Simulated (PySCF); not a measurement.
**Does the structure fit the spectrum?**

A compound C5H10O gives the data below (simulated from a calculation) and was assigned the structure `C/C=C\CCO`.

$^{13}$C{$^{1}$H} NMR (computed): δ 215.4 (C), 39.7 (CH2, 2C), 9.5 (CH3, 2C).

$^{1}$H NMR (600 MHz, computed): δ 2.35 (q, 4H), 1.10 (t, 6H).

- NMR shieldings at PBE0/pcSseg-1/GIAO
- structure optimised with GFN2-xTB
- program: PySCF 2.14.0 with density-fitted response routines
- non-relativistic, gas phase, one computed conformer, rapidly exchanging positions averaged

Referencing at the same level of theory: $^{1}$H, $^{13}$C against TMS.

(1) Compare with the shifts computed for the proposed structure, pairing carbons in order of shift.

(2) Which isomer fits?

Results:

(1) Mapped SMILES: `[CH3:1]/[CH:2]=[CH:3]\[CH2:4][CH2:5][OH:6]`. Hydrogens are named by the atom that carries them.

```
atom  computed for proposal  given list  difference
  C2                  137.0       215.4       -78.4
  C3                  134.2        39.7       +94.5
  C5                   65.0        39.7       +25.3
  C4                   34.8         9.5       +25.3
  C1                   16.2         9.5        +6.7
```

The rms difference is 57.3 ppm and the largest +94.5 ppm at C3 (alkene CH). The proposal also would give 5 carbon signals, not 3. The carbon types in order of shift don't match either: CH, CH, CH2, CH2, CH3 for the proposal against C, CH2, CH2, CH3, CH3 in the data. The proposal doesn't fit.

(2) `CCC(=O)CC`.

- Carbon types of the structure: 1 × C, 2 × CH2, 2 × CH3, which accounts for all hydrogens.
- δC 215.4: ketone carbonyl carbon; the double bond to the heteroatom, with no lone-pair donor beside it, deshields it most.
- δC 39.7: sp3 CH2 α to a carbonyl; the adjacent C=O deshields it moderately.
- δC 9.5: methyl carbon; aliphatic region, no heteroatom directly attached.
- δH 2.35: hydrogen on an sp3 CH2 α to a carbonyl; α to C=O.

Other isomers checked: C=CCOCC (rms 57.5 ppm).

This is the structure that produced the data.

Shifts are as computed. Against solution values, carbons near 30 ppm lie about +3 ppm off and those near 130 ppm about +5 ppm. Of 1211 compounds with measured shifts, 218 miss one by over three times the rms of a fit or turn the order of signals round; such compounds aren't used in these exercises. Multiplicities follow the n + 1 count of equivalent neighbours, as no J values were calculated; m marks all less simple cases, F and P coupling included.
